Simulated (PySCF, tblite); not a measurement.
# A complex of sulfur trioxide and hydrogen sulfide

A gas-phase complex of sulfur trioxide and hydrogen sulfide; neutral, singlet. The structure comes from a short search (6 tight-binding starts) and was relaxed by PBE0-D3(BJ)/def2-SVPD; another way of binding may lie lower. Frequencies by PBE0-D3(BJ)/def2-SVPD show no clear imaginary mode.

| part | name | SMILES | atoms | charge | multiplicity |
| --- | --- | --- | --- | --- | --- |
| 1 | sulfur trioxide | O=S(=O)=O | 1–4 | 0 | 1 |
| 2 | hydrogen sulfide | S | 5–7 | 0 | 1 |

```
atom  part   x (Å)   y (Å)   z (Å)
  O1     1   1.222  -0.481  -0.166
  S2     1  -0.063   0.028   0.271
  O3     1  -0.184   1.411   0.683
  O4     1  -1.263  -0.733  -0.025
  S5     2   0.188  -0.903   2.774
  H6     2   0.031  -2.194   2.399
  H7     2  -1.129  -0.756   3.046
```

Contacts between parts, classed by geometry: S2···S5 2.683 Å (partial bond).

Deforming the relaxed parts to their shape here costs 3.1 kcal/mol, which the interaction energies leave out.

Interaction energies are complex less parts, with the parts frozen as they stand in it; counterpoise-corrected, in kcal/mol (PySCF). The CCSD(T) estimate is Hartree-Fock/aug-cc-pVQZ, plus the MP2 correlation part extrapolated as X⁻³ from aug-cc-pVTZ and aug-cc-pVQZ, plus CCSD(T) less MP2 in aug-cc-pVDZ; noble-gas cores are frozen. It isn't the exact limit.

Problem. Give the interaction energy at each level run.

Solution. 
```csv
level,interaction,superposition error removed
Hartree-Fock/aug-cc-pVQZ,-4.98,-
wB97M-D3(BJ)/def2-TZVPD,-10.63,-0.23
PBE0-D3(BJ)/def2-TZVPD,-13.34,-0.21
MP2/aug-cc-pVQZ,-10.12,-0.57
"CCSD(T), estimated basis limit",-9.74,-
```

Problem. What holds them together? Decompose the wB97M-D3(BJ)/def2-TZVPD energy: frozen parts, their antisymmetrised product, then relaxation.

Solution. electrostatic -28.1, Pauli repulsion +43.4, orbital relaxation -23.8, dispersion correction -2.3 kcal/mol, which sum to the value before the counterpoise correction; the Pauli term holds the exchange-correlation of the frozen density too. Of the attraction, 52 % is electrostatic, 44 % is orbital relaxation, 4 % is dispersion correction.

The parts were also relaxed and run alone, at the levels used for the complex: shieldings by PBE0/pcSseg-2; core levels by delta-SCF with SCAN, pcX-2 on the ionised atom and pcseg-1 elsewhere, spin-free X2C (2p3/2 is the spin-free 2p value less a third of a first-order spin-orbit splitting).

Problem. How do these values change when the complex forms?

Solution. 
| property | alone | in the complex | change |
| --- | --- | --- | --- |
| shielding of S2 (ppm) | 35.8 | 49.6 | +13.8 |
| shielding of S5 (ppm) | 704.4 | 584.1 | -120.3 |
| O1 1s core level (eV) | 540.44 | 538.86 | -1.58 |
| S2 2p3/2 core level (eV) | 176.70 | 175.18 | -1.52 |
| S5 2p3/2 core level (eV) | 170.38 | 171.57 | +1.19 |

The 6 runs behind this took 19 min in all, one thread each of Arm Neoverse V1 on a shared host, launched as `OMP_NUM_THREADS=1 python cluster_run.py task.json out`.
